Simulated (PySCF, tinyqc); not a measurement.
A ladder of methods, and size consistency: correlation methods against full CI in the sto-3g basis, for BH, spin multiplicity 1. Computed by the program tinyqc with PySCF. 

Geometry (angstrom):
```
atom,x,y,z
B,0.0000,0.0000,0.0000
H,0.0000,0.0000,1.6150
```

RHF energy of one = -24.698881 hartree

All electrons correlated; +Q is the Davidson correction (1 - c0^2) E_corr. The last columns treat two copies 100 angstrom apart as one system. FCI is the lowest singlet.

Correlation energies (hartree):
```
method,E_corr of one,share of FCI (%),E_corr of two at 100 angstrom,two minus twice one (mhartree)
MP2,-0.04001,52.795,-0.08002,0.000
CISD,-0.07219,95.266,-0.13303,11.358
CISD+Q,-0.07890,104.112,-0.15239,5.398
CCSD,-0.07562,99.786,-0.15124,0.000
CCSD(T),-0.07568,99.867,-0.15136,0.000
FCI,-0.07578,100.000,-,-
```

MP2 recovers 53 %, CISD 95.3 % and CCSD 99.8 % of the FCI value (c0^2 = 0.907 in CISD). MP2 and coupled cluster are size consistent, so their last column vanishes; CISD loses 11.36 mhartree, since a double excitation on each copy is a quadruple of the pair, and the Davidson correction leaves +5.40. The restricted reference is unstable here: a spin-polarised solution lies 0.0056 hartree lower (PySCF), so results built on it describe a poor reference.
